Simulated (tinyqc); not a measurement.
A ladder of methods, and size consistency: correlation methods against full CI in the sto-3g basis, for BH3, spin multiplicity 1. Computed by the program tinyqc with PySCF. All electrons correlated; +Q is the Davidson correction (1 - c0^2) E_corr. The last columns treat two copies 100 angstrom apart as one system. FCI is the lowest singlet.

Geometry (angstrom):

| atom | x | y | z |
|---|---|---|---|
| B | 0.0000 | 0.0000 | 0.0030 |
| H | 1.1480 | 0.0000 | 0.0000 |
| H | -0.5740 | 0.9940 | 0.0000 |
| H | -0.5740 | -0.9940 | 0.0000 |

RHF energy of one = -26.070409 hartree

Correlation energies (hartree):

| method | E_corr of one | share of FCI (%) | E_corr of two at 100 angstrom | two minus twice one (mhartree) |
|---|---|---|---|---|
| MP2 | -0.03444 | 69.229 | -0.06888 | 0.000 |
| CISD | -0.04859 | 97.669 | -0.09469 | 2.485 |
| CISD+Q | -0.04990 | 100.300 | -0.09941 | 0.382 |
| CCSD | -0.04942 | 99.337 | -0.09884 | 0.000 |
| CCSD(T) | -0.04963 | 99.758 | -0.09925 | 0.000 |
| FCI | -0.04975 | 100.000 | - | - |

What does the comparison show, and why?

MP2 recovers 69 %, CISD 97.7 % and CCSD 99.3 % of the FCI value (c0^2 = 0.973 in CISD). MP2 and coupled cluster are size consistent, so their last column vanishes; CISD loses 2.49 mhartree, since a double excitation on each copy is a quadruple of the pair, and the Davidson correction leaves +0.38.
